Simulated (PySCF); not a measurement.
**Two-photon absorption: `InChI=1S/C3H3NO/c4-2-1-3(2)5/h1H,4H2`**

Cartesian coordinates in Å; atom numbers follow the order of the lines, from 1:
```xyz
8

N     1.4293   -0.0640    0.1395
C     0.1105   -0.0268    0.0188
C    -0.9718    0.6976   -0.3963
C    -1.2220   -0.5705    0.1585
O    -1.9219   -1.4761    0.5125
H     1.8802   -0.8681    0.5421
H     2.0052    0.7072   -0.1620
H    -1.3005    1.6102   -0.8378
```

Method used: PySCF, TDDFT CAM-B3LYP/def2-SVPD excited states, vertical, gas phase. Geometry: GFN2-xTB.

**Question.** How strongly do the lowest singlets absorb one photon, and two photons of half the energy?

**Answer.** δ for parallel linear polarisation; σ at the peak of a Lorentzian of half width 0.1 eV, single beam; Ω is circular over linear.
```
state  E (eV)      f  photon λ (nm)  δ (au)  σ (GM)     Ω                                main
   S1    5.34  0.000            464    0.13    0.00  1.50                    HOMO→LUMO+1 0.90
   S2    6.14  0.010            404    81.2    1.12  0.59    HOMO→LUMO 0.85, HOMO→LUMO+3 0.10
   S3    6.27  0.001            395    3.38    0.05  1.50  HOMO→LUMO+5 0.74, HOMO−1→LUMO 0.16
   S4    6.32  0.000            393    12.5    0.18  1.50  HOMO−1→LUMO 0.79, HOMO→LUMO+5 0.15
   S5    6.69  0.137            371    7.79    0.13  1.06                  HOMO−1→LUMO+1 0.92
```

Among these, the strongest one-photon state is S5, the strongest two-photon state S2, with a dipole change of 5.9 D (relaxed, norm of the difference vector).
